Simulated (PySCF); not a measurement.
# BHClO (SMILES O[B]Cl) at UPBE0/STO-6G

What is the energy change on altering one bond length of BHClO at UPBE0/STO-6G? The job is set up through a Python script.

The calculation is run with PySCF 2.14.0.

6 further runs of the same task are left out: 6 set aside as unsound or not needed.

## 1. The system as given

The species is BHClO (4 atoms), meant as a doublet with charge 0. As SMILES, `O[B]Cl`. Geometry: relaxed at PBE0-D4/def2-TZVP.

Bond lengths: O1–B2 1.334 Å, B2–Cl3 1.740 Å, O1–H4 0.961 Å. Angles: O1–B2–Cl3 122.2°, B2–O1–H4 113.5°.

## 2. A single-point energy at UPBE0/STO-6G

File mol.xyz:

```xyz
4
BClHO
O      0.545600     0.191100    -0.589300
B     -0.429900     0.065600     0.312600
Cl    -0.557200    -1.323200     1.352900
H      0.497000     1.006200    -1.096500
```

File calc.py:

```python
from pyscf import gto, dft

mol = gto.M(
    atom='mol.xyz',
    spin=1,
    max_memory=1860,
    basis='sto-6g',
    verbose=3,
)

mf = dft.UKS(mol)
mf.xc = 'pbe0'
mf.grids.level = 5
mf.conv_tol = 1e-10
mf.kernel()
if not mf.converged:
    mf = mf.newton().run(mf.mo_coeff, mf.mo_occ)

e_tot = mf.e_tot
print('Final energy', e_tot)
```

Run with:

```console
$ OMP_NUM_THREADS=1 python calc.py
```

What it wrote:

```text
converged SCF energy = -558.65419475755  <S^2> = 0.75330021  2S+1 = 2.0032975
Final energy -558.6541947575502
```

It took 4.5 s on 1 thread of Intel Xeon Platinum 8488C (Sapphire Rapids), shared host; peak memory 0.21 GiB.

## 3. The distorted shape

File geometry.xyz:

```xyz
4
BClHO
O      0.609248     0.885480    -1.109435
B     -0.366252     0.759980    -0.207535
Cl    -0.557200    -1.323200     1.352900
H      0.560648     1.700580    -1.616635
```

File calc.py:

```python
from pyscf import gto, dft

mol = gto.M(
    atom='geometry.xyz',
    max_memory=1860,
    spin=1,
    charge=0,
    verbose=3,
    basis='sto-6g',
)

ks = dft.UKS(mol)
ks.xc = 'pbe0'
ks.grids.level = 5
ks.conv_tol = 1e-10
ks.kernel()
if not ks.converged:
    ks = ks.newton().run(ks.mo_coeff, ks.mo_occ)

e_tot = ks.e_tot
print('E = %.10f Eh' % e_tot)
```

Run with:

```console
$ OMP_NUM_THREADS=1 python calc.py
```

What it wrote:

```text
converged SCF energy = -558.552784237868  <S^2> = 0.78271375  2S+1 = 2.0324505
E = -558.5527842379 Eh
```

Wall time 6 s (1 thread of Intel Xeon Platinum 8488C (Sapphire Rapids), shared host); peak memory 0.21 GiB.

## 4. What came out

At UPBE0/STO-6G:

| quantity | value |
| --- | --- |
| first shape: total energy | -558.65419 Eh |
| first shape: dipole moment | 3.32 D |
| first shape: HOMO energy (highest over α and β) | -3.50 eV |
| first shape: LUMO energy (lowest over α and β) | 2.23 eV |
| first shape: ⟨S²⟩ | 0.753 |
| distorted shape: total energy | -558.55278 Eh |
| distorted shape: dipole moment | 6.51 D |
| distorted shape: HOMO energy (highest over α and β) | -4.79 eV |
| distorted shape: LUMO energy (lowest over α and β) | -1.09 eV |
| distorted shape: ⟨S²⟩ | 0.783 |
| energy change with the B2–Cl3 bond stretched from 1.740 to 2.610 Å | 2.760 eV |

**Reading.** With the B2–Cl3 bond stretched from 1.740 to 2.610 Å the energy rises by 2.76 eV (266 kJ/mol). The first shape isn't relaxed at this level, so the change isn't measured from a minimum. The minimal basis adds a large error of its own. Mulliken charges (first shape) run from -0.30 on O1 to +0.27 on H4; they depend strongly on the basis.
